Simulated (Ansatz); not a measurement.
# AlSiH (triplet): r2SCAN, PBE0 over a scan of the distance Si1–Al2, 6-31G

Aim: run AlSiH (triplet) with these functionals over a scan of the distance Si1–Al2, and hold them against the top wave-function level at the same points.

Computed with Ansatz 0.2.0, Gaussian basis. Level: 6-31G, all electrons in the functionals.

Plan: r2SCAN, PBE0, at 1.909 Å; 2.186 Å; 2.390 Å; 2.638 Å; 2.972 Å; 3.256 Å; 3.799 Å; 4.433 Å; 5.342 Å; 6.314 Å; 8.124 Å.

31 further runs of the same task are left out: 2 for a mislabelled method, 23 that didn't finish, 6 set aside as unsound or not needed.

## 1. What is computed

The geometry derives from a PBE0/def2-TZVP stationary point (not a proven minimum). One bond is set to the value named and the two fragments are kept rigid.

3 atoms, charge 0, spin multiplicity 3.

Atoms are counted from 1 here; the program's logs count them from 0.

Bond lengths: Si1–Al2 2.390 Å, Si1–H3 1.598 Å. Angles: Al2–Si1–H3 57.3°.

Geometry (Å):

```xyz
3
AlHSi
Si    0.0000   -0.0360    1.1654
Al    0.0000   -0.0118   -1.2249
H     0.0000    1.3177    0.3154
```

No dispersion term is added.

The geometry shown and the zero of energy belong to the point 2.390 Å. The yardstick, FCI, and other wave-function levels (R restricted, U unrestricted, valence and pair active spaces) come from earlier runs.

## 2. r2SCAN, 1.909 Å

in.yaml

```yaml
crystal:
  periodic: [false, false, false]
  atoms:
    - {symbol: Si, position_ang: [0.000000, -0.033619, 0.933783]}
    - {symbol: Al, position_ang: [0.000000, -0.014318, -0.975120]}
    - {symbol: H, position_ang: [0.000000, 1.320065, 0.083802]}
basis:
  gaussian: {orbitals: 6-31G}
magnetization: {spin_polarized: true, initial_magnetization: 2}
hamiltonian: {xc: {name: r2SCAN}}
```

Launch:

```
$ ansatz run in.yaml --threads 1 --pin off --events-out ev --progress --plain --max-ram 2393MiB
```

The runs that follow: r2SCAN, 2.186 Å; r2SCAN, 2.390 Å; r2SCAN, 2.638 Å; r2SCAN, 2.972 Å; r2SCAN, 3.256 Å; r2SCAN, 3.799 Å; r2SCAN, 4.433 Å; r2SCAN, 5.342 Å; r2SCAN, 6.314 Å; r2SCAN, 8.124 Å; PBE0, 1.909 Å; PBE0, 2.186 Å; PBE0, 2.390 Å; PBE0, 2.638 Å; PBE0, 2.972 Å; PBE0, 3.256 Å; PBE0, 3.799 Å; PBE0, 4.433 Å; PBE0, 5.342 Å; PBE0, 6.314 Å; PBE0, 8.124 Å.

Before running them: what should the planned runs give, taken together? Wanted: span of the FCI curve; largest miss, r2SCAN; largest miss, PBE0.

As calculated:

| quantity | value |
| --- | --- |
| span of the FCI curve | 2.754 eV |
| largest miss, r2SCAN | +0.646 eV (8.124 Å) |
| largest miss, PBE0 | +0.515 eV (8.124 Å) |

What this shows: Of the functionals, PBE0 keep the smallest largest miss at the points compared (at most 0.515 eV) and r2SCAN strays most (0.646 eV, at 8.124 Å). Functionals and the yardstick converge differently with the basis, so part of each miss in 6-31G is the basis.
